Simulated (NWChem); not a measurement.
Isomers of C₄H₅N, each optimised at PBE0/def2-SVP with NWChem, gas phase unless a solvent is named. Flexible species stand in one conformer each, which need not be the lowest.  Relative energies count from the lowest isomer at each level and are electronic, without zero-point energy, on those geometries. Shieldings are non-relativistic GIAO values without spin-orbit effects.

A: C1=CCN=C1
B: C#C/C=N/C
C: C/C=C/C#N
D: c1cc[nH]c1

| quantity | A | B | C | D |
|---|---|---|---|---|
| relative energy, PBE/def2-TZVP (kcal/mol) | 16.6 | 55.9 | 15.6 | 0.0 |
| relative energy, TPSSh/def2-TZVP (kcal/mol) | 15.4 | 54.4 | 13.2 | 0.0 |
| dipole (D), PBE0/def2-SVP | 2.05 | 1.39 | 4.63 | 2.05 |
| 15N shift against ammonia, PBE0/pcSseg-1 (ppm) | 383.6 | 425.4 | 319.7 | … |

### Question
Some entries are withheld; supply them.

### Answer

- 15N shift against ammonia, PBE0/pcSseg-1 (ppm), D: 170.9
